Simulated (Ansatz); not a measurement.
# CH5NaSi: a relaxed scan of the bond length C1–Si2

An exercise on one series of results from a longer session: the logs are not shown, and one member is left open.

Program: Ansatz 0.2.0, Gaussian basis. Level of theory: single points in def2-TZVPP. These are calculated values, not measurements.

Levels: PBE-D4, r2SCAN-D4, PBE0-D4, B3LYP-D4, wB97M-V, Hartree-Fock, MP2, CCSD, CCSD(T). The scan takes 1.679, 1.745, 1.843, 1.956, 2.082, 2.218, 2.362, 2.513, 2.671 Å.

Correlated methods freeze the cores. The outer core shell of Li, Na, Mg and K is correlated. B3LYP uses VWN-RPA correlation.

27 further runs of the same task are left out: 27 set aside as unsound or not needed.

### The system as given

The minimum, relaxed at PBE0-D4: SMILES `C[SiH2][Na]`, 8 atoms, charge 0, spin multiplicity 1.

Atoms are counted from 1 here; the program's logs count them from 0.

Bond lengths: C1–Si2 1.908 Å, C1–H4 1.093 Å, C1–H5 1.093 Å, C1–H6 1.093 Å, Si2–Na3 2.765 Å, Si2–H7 1.508 Å, Si2–H8 1.508 Å. Angles: Si2–C1–H4 111.6°, Si2–C1–H5 110.7°, Si2–C1–H6 110.7°, H4–C1–H5 108.0°, H4–C1–H6 108.0°, H5–C1–H6 107.5°, C1–Si2–Na3 118.5°, C1–Si2–H7 104.9°, C1–Si2–H8 104.9°, Na3–Si2–H7 112.6°, Na3–Si2–H8 112.6°, H7–Si2–H8 101.7°.

As a file:

```tsv
atom	x (Å)	y (Å)	z (Å)
C1	-0.73626	0.76475	-0.15240
Si2	0.52809	-0.65792	-0.01882
Na3	2.17172	-0.75910	2.20270
H4	-1.32441	0.69518	-1.07118
H5	-0.23051	1.73374	-0.14673
H6	-1.42755	0.74888	0.69413
H7	1.30329	-0.60964	-1.31142
H8	-0.28438	-1.91589	-0.19627
```

Energies of the minimum (eV), from earlier single points: PBE-D4 -13403.96675, r2SCAN-D4 -13410.45730, PBE0-D4 -13405.36839, B3LYP-D4 -13414.18576, wB97M-V -13410.79747, CCSD(T) -13391.22310.

At the minimum the bond length C1–Si2 is 1.908 Å.

Set-up of the first run:

Input file relax/in.yaml:

```yaml
crystal:
  periodic: [false, false, false]
  atoms:
    - {symbol: C, position_ang: [-0.736260, 0.764755, -0.152403]}
    - {symbol: Si, position_ang: [0.376347, -0.487175, -0.034852]}
    - {symbol: Na, position_ang: [2.019978, -0.588356, 2.186665]}
    - {symbol: H, position_ang: [-1.324413, 0.695184, -1.071176]}
    - {symbol: H, position_ang: [-0.230507, 1.733744, -0.146730]}
    - {symbol: H, position_ang: [-1.427551, 0.748884, 0.694133]}
    - {symbol: H, position_ang: [1.151541, -0.438887, -1.327455]}
    - {symbol: H, position_ang: [-0.436122, -1.745144, -0.212304]}
basis:
  gaussian: {orbitals: def2-TZVP}
hamiltonian: {xc: pbe0, dispersion: d4}
relax: {f_tol: 0.005, max_steps: 200, constraints: [{distance: [0, 1]}]}
```

The command line of these runs was not kept.

Among the steps run: C1–Si2 = 1.679 Å; C1–Si2 = 1.745 Å; C1–Si2 = 1.843 Å; C1–Si2 = 1.956 Å; C1–Si2 = 2.082 Å; C1–Si2 = 2.218 Å; C1–Si2 = 2.362 Å; C1–Si2 = 2.513 Å; C1–Si2 = 2.671 Å.

One of the session's tables, all rows but one given; the rest of the session is left out.

It belongs to the step «The curves». Energies less that of the minimum at the same level (eV):

```
bond length (Å)  PBE-D4  PBE0-D4  B3LYP-D4  wB97M-V  Hartree-Fock
          1.679   0.607    0.583     0.597    0.593         0.667
          1.745   0.284    0.265     0.276    0.270         0.312
          1.843   0.045    0.036     0.041    0.037         0.049
1.908 (minimum)   0.000    0.000     0.000    0.000         0.000
          1.956   0.009    0.017     0.012    0.017         0.012
          2.082   0.148    0.182     0.161    0.186         0.178
          2.218   0.409    0.476     0.432    0.492         0.494
          2.362   0.737    0.841     0.766    0.878         0.901
          2.513       ?        ?         ?        ?             ?
          2.671   1.479    1.659     1.534    1.727         1.807
```

**Question.** Estimate the row for bond length (Å) = 2.513.

Worked estimate for «PBE-D4». A straight line through the neighbours (2.362, 0.737) and (2.671, 1.479) gives 0.737 + (1.479 − 0.737) × (2.513 − 2.362) / (2.671 − 2.362) = 1.100; a parabola fitted to 3 rows on both sides gives 1.093.

**Answer.** PBE-D4: 1.104; PBE0-D4: 1.247; B3LYP-D4: 1.145; wB97M-V: 1.301; Hartree-Fock: 1.351. In «PBE-D4» the line misses by -0.004 and the parabola by -0.011.
